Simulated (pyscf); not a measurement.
H₂C=CH–SiH₃ (SMILES C=C[SiH3]) → SiH₄ (SMILES [SiH4]) + HC≡CH (SMILES C#C), an elimination (singlet surface; C–Si, C–H broken, H–Si formed). PySCF, gas phase, ωB97X-D3(BJ)/def2-SVP geometries. MP2 and CC: frozen core, UHF for open shells. ΔMP2 is the change of the MP2 total energy from the triple- to the quadruple-zeta basis. Energies in eV from the reactant's lowest minimum found.

AM1 to PM7: differences of heats of formation from MOPAC. 

**Question.** Quick PM7 single points give ΔE‡ = 4.86 eV and ΔE = +2.38 eV. What does CCSD(T)/def2-TZVPP + ΔMP2(QZVPP) give, and how far is the quick result from it?

**Answer.** CCSD(T)/def2-TZVPP + ΔMP2(QZVPP) gives ΔE‡ = 4.16 eV and ΔE = +1.91 eV. PM7 lies 0.70 eV over it in the barrier and 0.47 eV over it in the reaction energy, so on this step it does not hold to within 0.13 eV. CCSD(T)/def2-TZVPP + ΔMP2(QZVPP) has limits of its own. At the saddle there is also a short C–Si contact that neither side keeps. The same reactants have a lower exit, to cyclic C₂H₆Si (SMILES C1C[SiH2]1) (barrier +3.01 eV at ωB97M-D3(BJ), against +4.16 eV here). This is the saddle that the search found; another between the same sides may lie lower. The CCSD(T) − MP2 part came from Ansatz, without density fitting, on the same reference. The largest closed-shell T1 diagnostic is 0.030, which may signal static correlation.
